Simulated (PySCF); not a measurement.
Choosing a basis for TDDFT

Chlorobenzene, C6H5Cl.
Atom-mapped SMILES: `[Cl:1][c:2]1[cH:3][cH:4][cH:5][cH:6][cH:7]1` (hydrogens: H8 on C3; H9 on C4; H10 on C5; H11 on C6; H12 on C7)

TDDFT with PBE0 (PySCF), vertical singlets, core orbitals frozen in the response, spherical d and f functions. Isolated species at its PBE0-D3(BJ)/def2-SVP geometry, gas phase.

Problem. How do the low singlets change with the basis? Take 6-31G*, def2-SVP, 6-31+G*, def2-SVPD, aug-cc-pVDZ and def2-TZVP.

Solution. 

| basis | functions | diffuse | S1 (eV) | S2 (eV) | S3 (eV) | S4 (eV) | S5 (eV) | LUMO (eV) | α (au) |
| --- | --- | --- | --- | --- | --- | --- | --- | --- | --- |
| 6-31G* | 112 | no | 5.44 | 6.12 | 6.63 | 7.07 | 7.13 | -0.18 | 65.6 |
| def2-SVP | 127 | no | 5.35 | 6.04 | 6.87 | 6.94 | 7.00 | -0.45 | 68.1 |
| 6-31+G* | 140 | yes | 5.31 | 5.91 | 6.23 | 6.74 | 6.74 | -0.56 | 77.2 |
| def2-SVPD | 187 | yes | 5.27 | 5.90 | 6.41 | 6.76 | 6.86 | -0.66 | 82.0 |
| aug-cc-pVDZ | 210 | yes | 5.24 | 5.84 | 6.06 | 6.55 | 6.59 | -0.66 | 83.5 |
| def2-TZVP | 253 | no | 5.26 | 5.88 | 6.48 | 6.75 | 6.84 | -0.59 | 78.4 |

States are compared by their number. Against the largest diffuse basis here (aug-cc-pVDZ, itself not a converged limit), sets without diffuse functions differ by up to 0.20 eV in S1 and 0.54 eV in S5; the smaller diffuse sets differ by up to 0.07 and 0.27 eV. State by state, the largest deviation of a set without diffuse functions is S1 0.20, S2 0.28, S3 0.81, S4 0.52, S5 0.54 eV. The same number needn't mean the same state in each row. Against aug-cc-pVDZ the polarisability deviates by -21% in 6-31G*, -18% in def2-SVP, -8% in 6-31+G*, -2% in def2-SVPD, -6% in def2-TZVP. A single + in a Pople set puts diffuse functions on heavy atoms only.
